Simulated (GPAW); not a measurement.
**CH6Al− (SMILES [CH3][AlH3-]): BLYP/dzp (scalar-relativistic datasets)**

We compute a geometry optimisation of CH6Al−. Input form: an ASE script.

The calculation is run with GPAW 26.7.0.

4 further runs of the same task are left out: 4 set aside as unsound or not needed.

### 1 Starting point

The species is CH6Al− (8 atoms), meant as a singlet with charge -1. As SMILES, `[CH3][AlH3-]`. All atoms were displaced at random from a relaxed shape. The run starts from this shape.

Bond lengths: C1–Al2 2.007 Å, C1–H3 1.068 Å, C1–H4 1.075 Å, C1–H5 1.038 Å, Al2–H6 1.569 Å, Al2–H7 1.564 Å, Al2–H8 1.792 Å. Some angles: C1–Al2–H6 111.6°, C1–Al2–H7 113.3°, C1–Al2–H8 107.8°, Al2–C1–H3 111.9°, Al2–C1–H4 113.4°, Al2–C1–H5 116.2°, H6–Al2–H7 110.9°, H6–Al2–H8 110.2°, H7–Al2–H8 102.6°, H3–C1–H4 99.8°.

### 2 A geometry optimisation at BLYP/dzp (scalar-relativistic datasets)

ch6al_relax.py reads:

```python
from ase import Atoms
from ase.io import write
from ase.optimize import QuasiNewton
from gpaw import GPAW, setup_paths
from gpaw.atom.configurations import parameters
from gpaw.atom.generator import Generator
from gpaw.utilities.adjust_cell import adjust_cell

atoms = Atoms(["C", "Al", "H", "H", "H", "H", "H", "H"],
    positions=[[ -0.227041,   0.139828,  -1.040463],
               [  0.148774,  -0.012719,   0.924767],
               [ -0.503295,  -0.800054,  -1.466916],
               [  0.647384,   0.357031,  -1.626079],
               [ -0.920765,   0.859556,  -1.319529],
               [ -0.791816,   0.918018,   1.767189],
               [  1.649194,   0.234677,   1.289639],
               [ -0.091898,  -1.724739,   1.396982]])
adjust_cell(atoms, 5.0, h=0.18)

for symbol in ["Al", "C", "H"]:
    Generator(symbol, xcname="BLYP", scalarrel=True, nofiles=True, txt=None).run(**parameters[symbol])
setup_paths.insert(0, ".")

calc = GPAW(mode="lcao",
            symmetry="off",
            xc="BLYP",
            maxiter=100,
            charge=-1,
            basis="dzp",
            h=0.18,
            txt="-")
atoms.calc = calc

opt = QuasiNewton(atoms, trajectory="ch6al.traj")
converged = opt.run(fmax=0.02, steps=60)
print("Converged:", converged)
print(f"Final energy = {atoms.get_potential_energy():.5f} eV")
print(f"r(H2-C0) = {atoms.get_distance(2, 0):.4f} Ang")
print(f"r(H5-Al1) = {atoms.get_distance(5, 1):.4f} Ang")
write("relaxed.xyz", atoms)
```

Run with:

```
$ python3 ch6al_relax.py
```

Q: Predict the results. Wanted: energy as printed; HOMO energy; LUMO energy; HOMO–LUMO gap.

**Answer.** As computed:

Level: BLYP/dzp (scalar-relativistic datasets).

| quantity | value |
| --- | --- |
| energy as printed (from the program's reference atoms) | -31.9634 eV |
| HOMO energy | -0.66 eV |
| LUMO energy | 5.73 eV |
| HOMO–LUMO gap (to an unbound level, set by the basis) | 6.39 eV |

**Reading.** At the final geometry: Bond lengths: C1–Al2 2.052 Å, C1–H3 1.120 Å, C1–H4 1.120 Å, C1–H5 1.120 Å, Al2–H6 1.646 Å, Al2–H7 1.644 Å, Al2–H8 1.644 Å. Some angles: C1–Al2–H6 109.8°, C1–Al2–H7 109.8°, C1–Al2–H8 110.2°, Al2–C1–H3 113.1°, Al2–C1–H4 112.6°, Al2–C1–H5 112.7°, H6–Al2–H7 109.1°, H6–Al2–H8 108.9°, H7–Al2–H8 108.9°, H3–C1–H4 106.0°. The optimisation took 14 steps and changed the energy by -0.397 eV.
